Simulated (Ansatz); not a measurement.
Molecule: N2H5, charge 1, multiplicity 1. It need not be the lowest isomer of its formula. 
Geometry from a B3LYP-D3(BJ)/def2-TZVP (Ansatz, an electronic-structure program) optimisation:
```xyz
7

N     -0.0563     0.6586    -0.0048
N      0.0255    -0.7802    -0.0850
H      0.3011     1.0868     0.8607
H     -1.0373     0.9325    -0.1236
H     -0.5052    -1.1737     0.6877
H      1.0016    -1.0500     0.0045
H      0.4552     1.0550    -0.8004
```
Charge +1, spin multiplicity 1.

Total electronic energies in hartree. Correlated levels leave the core frozen unless marked. Spin-orbit coupling is left out. No relativistic terms. CBS marks a two-point X^-3 extrapolation of the correlation energy; Hartree-Fock from the larger set.

```
level                                program  energy (Eh)
----------------------------  --------------  -----------
PBE-D3(BJ)/def2-TZVPD         Ansatz + dftd3   -112.12465
PBE0/def2-SVP                         Ansatz   -111.99867
RPA@PBE/cc-pVQZ                       Ansatz   -112.32424
RI-MP2/def2-QZVPP                     Ansatz   -112.04608
CCSD/6-31G*                           Ansatz   -111.87070
CCSD/cc-pVQZ                          Ansatz   -112.06254
CCSD(T)/def2-SVP                      Ansatz   -111.83010
CCSD(T)/cc-pwCVTZ                     Ansatz   -112.05145
CCSD(T)/CBS(cc-pVTZ,cc-pVQZ)          Ansatz    -112.0987
```

Totals of different functionals don't rank their quality; only differences between species are comparable.
